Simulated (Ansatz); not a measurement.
Relaxation of AlH5OS (8 atoms, charge 0, multiplicity 1), to a largest force component of 0.03 eV/Å in at most 50 steps.

Level of theory: RKS PBE0/6-31G* (Ansatz).

```xyz
8
Properties=species:S:1:pos:R:3
Al 0.080 0.597 -0.273
O -0.187 -0.262 2.548
H -1.101 -0.556 2.663
H 1.528 0.084 -0.661
H -1.308 -0.021 -0.730
S -0.081 2.573 0.788
H 1.248 2.735 0.944
H -0.247 0.722 2.611
```

Where does it end, and by what steps?

It converged. After 9 steps the energy has fallen by 0.635 eV; O2 moved furthest, 0.49 Å. Joined: Al1–O2 (2.96 → 2.03 Å).

```
step  energy less start (eV)  largest force component (eV/Å)  accepted
   0                  0.0000                           0.827       yes
   1                 -0.1370                           1.109       yes
   2                 -0.4077                           1.175       yes
   3                 -0.5735                           1.027       yes
   4                 -0.6179                           0.471       yes
   5                 -0.6305                           0.176       yes
   6                 -0.6173                           0.310        no
   7                 -0.6338                           0.043       yes
   8                 -0.6345                           0.039       yes
   9                 -0.6347                           0.006       yes
```

```xyz
8
Properties=species:S:1:pos:R:3
Al 0.024 0.516 0.165
O -0.173 -0.173 2.067
H -1.023 -0.622 2.200
H 1.448 -0.010 -0.307
H -1.363 -0.044 -0.398
S -0.054 2.677 0.788
H 1.280 2.870 0.793
H -0.207 0.656 2.582
```

Whether the end is a true minimum wasn't checked by a vibrational analysis.

The run took 15 s on 1 thread of Intel(R) Xeon(R) 6975P-C (Granite Rapids), on a shared host, peak memory 0.15 GiB.
